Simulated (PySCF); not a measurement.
**What binds to phosphine, and how strongly**

Gas-phase complexes of phosphine, each in one structure from a short search with a few starts, optimised by PBE0-D3(BJ)/def2-SVPD or PBE0-D3(BJ)/def2-TZVPD; other ways of binding may lie lower. Energies in kcal/mol, wB97M-D3(BJ)/def2-TZVPD, counterpoise-corrected (PySCF): interaction is complex less parts frozen as they stand in it, binding adds what it costs to deform them. Contacts are written partner···phosphine; electrostatic, Pauli and orbital are terms of the uncorrected same energy, whose rest is dispersion or correlation.

6 other partners are left out, for which the search missed the form known or expected to bind best.

Frequency runs check only 4 of the 6 structures; these show no clear imaginary mode. 1 further partner within 0.25 kcal/mol of a listed one is not ranked.

Q: Order these partners of phosphine by binding energy, strongest first: hydrogen chloride, BeF2, arsenic trifluoride, methane, aluminium trifluoride, carbon disulfide.

A: aluminium trifluoride (-19.9), BeF2 (-9.7), hydrogen chloride (-2.7), arsenic trifluoride (-2.4), carbon disulfide (-1.4), methane (-0.5).
```
              partner  contact  distance (Å)  binding  interaction  electrostatic  Pauli  orbital
aluminium trifluoride   Al···P          2.48    -19.9        -27.8          -38.3   42.7    -30.7
                 BeF2   Be···P          2.30     -9.7        -18.0          -26.9   32.3    -22.5
    hydrogen chloride    H···P          2.40     -2.7         -2.9           -6.3    9.2     -5.1
  arsenic trifluoride   As···P          3.27     -2.4         -3.1           -9.9   12.9     -4.9
     carbon disulfide    S···P          3.87     -1.4         -1.4           -0.9    1.2     -0.4
              methane    H···P          3.79     -0.5         -0.5           -0.2    0.4     -0.1
```
